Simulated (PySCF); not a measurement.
**Broadened absorption spectrum of (E)-2-butenenitrile**

Species: (E)-2-butenenitrile, C₄H₅N.
SMILES: `C/C=C/C#N`

Computed with TDDFT CAM-B3LYP/aug-cc-pVTZ, vertical, gas phase, core orbitals frozen in the response in PySCF. Geometry: PBE0-D3(BJ)/def2-TZVP; no solvent, vibrations or thermal averaging.

Computed states:

| state | E (eV) | f |
| --- | --- | --- |
| S1 | 6.25 | 0.432 |
| S2 | 6.61 | 0.0000 |
| S3 | 6.76 | 0.0017 |
| S4 | 7.14 | 0.0000 |
| S5 | 7.43 | 0.0003 |
| S6 | 7.69 | 0.0005 |
| S7 | 7.88 | 0.0074 |
| S8 | 7.90 | 0.0074 |
| S9 | 8.12 | 0.106 |
| S10 | 8.29 | 0.0087 |

Broadening: Gaussians 0.3 eV wide at half height, area fixed by f = 4.319×10⁻⁹ ∫ε dν̃. The width is an assumption, not a result. The curve ends short of the highest state used, and states not computed would add to its high-energy end.

Problem. Give the broadened spectrum and its maxima.

Solution. 
```tsv
λ (nm)	ε (L mol⁻¹ cm⁻¹)
161.3	451
162.8	184
164.3	76
165.8	42
167.3	30
168.8	22
170.3	15
171.8	9
173.3	7
174.8	9
176.3	18
177.8	39
179.3	74
180.8	115
182.3	149
183.8	173
185.3	232
186.8	487
188.3	1317
189.8	3401
191.3	7573
192.8	14304
194.3	22987
195.8	31624
197.3	37495
198.8	38565
200.3	34628
201.7	27852
203.2	19559
204.7	12196
206.2	6788
207.7	3389
209.2	1525
210.7	622
212.2	231
213.7	78
```

Maxima: 198 nm (6.25 eV), ε about 39000, made up of S1 (100%) (ε in L mol⁻¹ cm⁻¹; maxima over ε = 5, shares over 10%). At its high-energy end, 7.69 eV, the curve is still rising (ε about 470, from S6, S7 and S8).

Problem. On this curve, what absorbance would a 10⁻⁵ mol/L sample give at 193 nm over a 1 cm path?

Solution. 193 nm is 6.424 eV, where ε is about 15000 L mol⁻¹ cm⁻¹, so A = ε c l ≈ 0.15 (Beer–Lambert, with the gas-phase spectrum and the assumed width).

Problem. What would ε be at 6.25 eV, the highest of these maxima, with half the width (0.15 eV)?

Solution. About 77600 L mol⁻¹ cm⁻¹ against 38800, a factor of about 2.00; a lone state at its own centre would give exactly 2.

On one thread of an Intel Xeon Platinum 8488C, shared host with 96 logical CPUs at a one-minute load of 46, this took 56 s and 1.3 GiB of memory at its peak.
